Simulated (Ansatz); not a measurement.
Born–Oppenheimer molecular dynamics of C₂H₈N₂ (12 atoms, charge 0, multiplicity 1). It starts at the highest image of a converged band. Of that band: Neighbouring images differ by up to 1.3 eV, so the band resolves the path poorly. A vibrational analysis at the climbing image gives one clearly imaginary mode, 1345i cm⁻¹: a first-order saddle point.

The calculation used RKS PBE/def2-SVP (Ansatz).

| Item | Value |
| --- | --- |
| ensemble | NVE (velocity Verlet) |
| time step | 0.5 fs |
| steps asked | 200 |
| starting velocities drawn for | 300 K |
| seed | 4497 |

First frame:

```xyz
12
Properties=species:S:1:pos:R:3
C -1.029 0.955 -0.229
N -0.736 -0.021 0.816
N 0.696 -0.679 0.928
C 1.299 -0.820 -0.367
H -0.991 0.509 -1.244
H -2.035 1.392 -0.066
H -0.276 1.767 -0.179
H -1.483 -0.723 0.954
H 0.000 0.319 1.592
H 1.482 0.105 -0.985
H 0.769 -1.549 -1.045
H 2.304 -1.255 -0.175
```

(1) What does the run give?

(2) What happens to the structure?

(3) How do temperature and energy run in time?

Results:

(1) All steps were run.

* steps done: 200
* time covered: 100 fs
* mean temperature over the second half: 589 K
* spread of the potential energy over the second half: 9.6 meV per atom
* mean potential energy of the second half above the start: -31.1 meV per atom

The conserved energy stayed within 0.3 meV per atom of its start (net change 0.16 meV per atom), so the integration is sound. The kinetic energy rose, since the run started high on the potential surface and went downhill. A run of 0.1 ps of so small a system gives no equilibrium averages. The orbitals stay closed-shell, which can raise the energy where a bond breaks towards radicals; this wasn't checked here.

(2) Between its relaxed ends the band would form N2–H9 and break N3–H9. These pairs go: N2–H9 1.12 → 0.99 Å, N3–H9 1.39 → 1.99 Å. In the last frame they stand as after the step (other bonds may differ from the relaxed reactants and products). It ends as one piece, C2H8N2. Pairs count as bonded within 1.25 times the sum of covalent radii (0.12 Å more for H–H). Another seed would give other details.

(3) 
| time (fs) | T (K) | potential energy less start (eV) | conserved less start (meV/atom) |
| --- | --- | --- | --- |
| 0 | 300 | 0.000 | 0.00 |
| 3 | 131 | 0.222 | 0.27 |
| 6 | 129 | 0.223 | 0.14 |
| 9 | 111 | 0.247 | 0.25 |
| 12 | 316 | -0.020 | 0.07 |
| 15 | 443 | -0.184 | 0.12 |
| 18 | 572 | -0.350 | 0.14 |
| 21 | 571 | -0.349 | 0.06 |
| 24 | 356 | -0.070 | 0.23 |
| 27 | 408 | -0.138 | 0.06 |
| 30 | 496 | -0.251 | 0.13 |
| 33 | 576 | -0.356 | 0.05 |
| 36 | 499 | -0.255 | 0.17 |
| 39 | 497 | -0.253 | 0.17 |
| 42 | 563 | -0.339 | 0.10 |
| 45 | 597 | -0.384 | 0.07 |
| 48 | 595 | -0.380 | 0.07 |
| 51 | 583 | -0.364 | 0.14 |
| 54 | 612 | -0.402 | 0.11 |
| 57 | 538 | -0.306 | 0.14 |
| 60 | 538 | -0.307 | 0.04 |
| 63 | 527 | -0.292 | 0.17 |
| 66 | 705 | -0.523 | 0.06 |
| 69 | 698 | -0.512 | 0.14 |
| 72 | 604 | -0.392 | 0.14 |
| 75 | 528 | -0.293 | 0.15 |
| 78 | 611 | -0.401 | 0.09 |
| 81 | 714 | -0.534 | 0.08 |
| 84 | 732 | -0.557 | 0.09 |
| 87 | 629 | -0.424 | 0.11 |
| 90 | 479 | -0.230 | 0.12 |
| 93 | 387 | -0.110 | 0.17 |
| 96 | 559 | -0.334 | 0.03 |
| 99 | 567 | -0.344 | 0.13 |

Time of the run: 6.2 min on 2 threads of Intel(R) Xeon(R) Platinum 8259CL CPU @ 2.50GHz (Skylake/Cascade Lake) (shared host), peak memory 0.2 GiB.
